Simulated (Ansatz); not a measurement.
For zinc-blende GaN (metastable phase), PBE-D3(BJ) (PAW; Ansatz, an electronic-structure program) gives:

```
Property                              Result
------------------------------  ------------
lattice constant a                   4.518 Å
bulk modulus B0                      181 GPa
cohesive energy                 4.64 eV/atom
band gap                             1.67 eV
TO(Γ) frequency                     533 cm⁻¹
elastic constant C11                 262 GPa
elastic constant C44                 149 GPa
Voigt–Reuss–Hill shear modulus       104 GPa
```

### Question
What does PBE0 (Ansatz, PAW) give for the same quantities?

### Answer

- lattice constant a: 4.497 Å (shrinks by 0.5 %)
- bulk modulus: 200 GPa (increases by 10 %)
- cohesive energy: 4.32 eV/atom (shrinks by 0.32 eV/atom)
- band gap: 3.68 eV (rises by 2.01 eV)
- zone-centre TO phonon frequency: 551 cm⁻¹ (rises by 3.4 %)
- elastic constant C11: 289 GPa (increases by 10 %)
- elastic constant C44: 165 GPa (goes up by 11 %)
- Voigt–Reuss–Hill shear modulus: 115 GPa (rises by 11 %)

For comparison: lattice constant a 4.5 Å (measured, 300 K, no zero-point or thermal correction; as tabulated in Vurgaftman et al. (2001), doi:10.1063/1.1368156); band gap 3.48 eV (measured, zero-point renormalisation of 0.176 eV (computed, arXiv:2011.12765) added back here; inputs from Vurgaftman et al. (2001), doi:10.1063/1.1368156).

Changes are worked out from the printed values.

Unless a cell is named, each level is at its own relaxed cell (PBE-D3(BJ) 11.53, PBE0 11.36 Å³/atom).

Spin–orbit coupling is included only where a level's name says +SOC; with heavier elements it mostly lowers gaps and can invert bands. Density-functional gaps are differences of (generalised) Kohn–Sham levels.

Caveats: the dispersion coefficients are held fixed in the derivatives (PBE-D3(BJ)). Ansatz's density-functional and Hartree–Fock values are scalar-relativistic unless marked +SOC, with PAW data made under PBE.
